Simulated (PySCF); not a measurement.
Method: PySCF energies plus ideal-gas RRHO corrections (1 bar). The comparison is the NASA 1993 polynomial table, which mixes measured and estimated data. All species are closed-shell singlets. The harmonic model lacks anharmonicity and excited electronic states, which grow with temperature; levels with a mode under 35 cm⁻¹ are left out.

Harmonic frequencies at PBE0/def2-TZVP (cm⁻¹): 641, 641, 1378, 2409. Point group C∞v; S°(298 K) = 219.1 J/mol/K at this level.

Q: Work out Cp and S° of gaseous N2O at 500, 800, 1200, 1600, 2000 K from these, and set them beside the table.

A: 
```json
[
 {"T (K)": "500", "Cp PBE0/def2-TZVP": "44.7", "Cp table": "45.9", "S° PBE0/def2-TZVP": "240.3", "S° table": "241.8"},
 {"T (K)": "800", "Cp PBE0/def2-TZVP": "51.2", "Cp table": "52.4", "S° PBE0/def2-TZVP": "262.9", "S° table": "265.0"},
 {"T (K)": "1200", "Cp PBE0/def2-TZVP": "55.9", "Cp table": "57.0", "S° PBE0/def2-TZVP": "284.6", "S° table": "287.2"},
 {"T (K)": "1600", "Cp PBE0/def2-TZVP": "58.3", "Cp table": "59.6", "S° PBE0/def2-TZVP": "301.1", "S° table": "304.0"},
 {"T (K)": "2000", "Cp PBE0/def2-TZVP": "59.6", "Cp table": "61.2", "S° PBE0/def2-TZVP": "314.2", "S° table": "317.5"}
]
```
Units J/mol/K.
